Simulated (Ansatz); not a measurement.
# CH₂N₂: one species, many methods

The task here is to estimate one member of a computed series from the others.

Program: Ansatz 0.2.0, Gaussian basis. Level of theory: functionals in def2-TZVPP, the program's frozen cores in correlated methods. These are calculated values, not measurements.

The runs, in order: LDA (SPW92), PBE-D4, revPBE-D4, BLYP-D4, r2SCAN-D4, B97M-V, PBE0-D4, B3LYP-D4, r2SCANh-D4, r2SCAN0-D4, HSE06-D4, BHLYP-D4, CAM-B3LYP-D4, LC-ωPBE, ωB97X-V, ωB97M-V, B2PLYP, PBE-QIDH; CCSD(T)/def2-SVP; CCSD(T)/def2-TZVPP; CCSD(T)/def2-QZVPP; extrapolation to the limit; RPA on PBE.

## Structure used throughout

All runs share one geometry, relaxed beforehand with PBE0-D4 in a triple-zeta def2 set.

SMILES `N#CN`, 5 atoms, charge 0, spin multiplicity 1.

Atoms are counted from 1 here; the program's logs count them from 0.

Bond lengths: N1–C2 1.154 Å, C2–N3 1.335 Å, N3–H4 1.009 Å, N3–H5 1.009 Å. Angles: N1–C2–N3 177.4°, C2–N3–H4 115.2°, C2–N3–H5 115.2°, H4–N3–H5 113.6°.

As a file:

```mol
CH2N2
  3D, bonds by distance, orders not assigned

  5  4  0  0  0  0  0  0  0  0999 V2000
    0.4565   -1.2856    1.3372 N   0  0
    0.2263   -0.5387    0.4881 C   0  0
    0.0026    0.2992   -0.5270 N   0  0
   -0.8892    0.1908   -0.9855 H   0  0
    0.2537    1.2607   -0.3542 H   0  0
  1  2  8  0
  2  3  8  0
  3  4  8  0
  3  5  8  0
M  END
```

The first run:

in.yaml reads:

```yaml
crystal:
  periodic: [false, false, false]
  atoms:
    - {symbol: N, position_ang: [0.456484, -1.285643, 1.337247]}
    - {symbol: C, position_ang: [0.226273, -0.538662, 0.488084]}
    - {symbol: N, position_ang: [0.002624, 0.299221, -0.526994]}
    - {symbol: H, position_ang: [-0.889172, 0.190793, -0.985534]}
    - {symbol: H, position_ang: [0.253692, 1.260691, -0.354203]}
basis:
  gaussian: {orbitals: def2-TZVPP}
hamiltonian: {xc: lda}
output: {orbitals: {seedname: orbitals}}
```

The run is started by

```
ansatz run in.yaml --threads 4 --pin off --events-out ev --progress --plain --max-ram 10444MiB
```

Steps of the session up to this table: LDA; PBE-D4 (GGA); revPBE-D4 (GGA); BLYP-D4 (GGA); r2SCAN-D4 (meta-GGA); B97M-V (meta-GGA); PBE0-D4 (hybrid); B3LYP-D4 (hybrid); r2SCANh-D4 (hybrid); r2SCAN0-D4 (hybrid); HSE06-D4 (hybrid); BHLYP-D4 (hybrid); CAM-B3LYP-D4 (range-separated); LC-ωPBE (range-separated); ωB97X-V (range-separated); ωB97M-V (range-separated); B2PLYP (double hybrid); PBE-QIDH (double hybrid).

One of the session's tables, all rows but one given; the rest of the session is left out.

It belongs to the step «Frontier levels by functional». 

| functional | HOMO (eV) | gap (eV) |
| --- | --- | --- |
| LDA (SPW92) | -6.82 | 6.08 |
| PBE-D4 | -6.63 | 5.95 |
| revPBE-D4 | -6.56 | 5.91 |
| BLYP-D4 | -6.51 | 5.74 |
| r2SCAN-D4 | -6.91 | 7.01 |
| B97M-V | -6.94 | 6.52 |
| PBE0-D4 | -8.02 | 8.19 |
| B3LYP-D4 | -7.79 | 7.55 |
| r2SCANh-D4 | -7.43 | 7.81 |
| r2SCAN0-D4 | -8.22 | 8.94 |
| HSE06-D4 | -7.62 | 7.41 |
| BHLYP-D4 | -9.32 | 10.03 |
| CAM-B3LYP-D4 | -9.44 | 10.33 |
| LC-ωPBE | ? | ? |
| ωB97X-V | -10.43 | 12.50 |
| ωB97M-V | -10.32 | 11.89 |

Q: Estimate the row for LC-ωPBE from the others.

**Answer.** HOMO (eV): -10.83; gap (eV): 13.10. In the column «HOMO (eV)» it is the lowest.
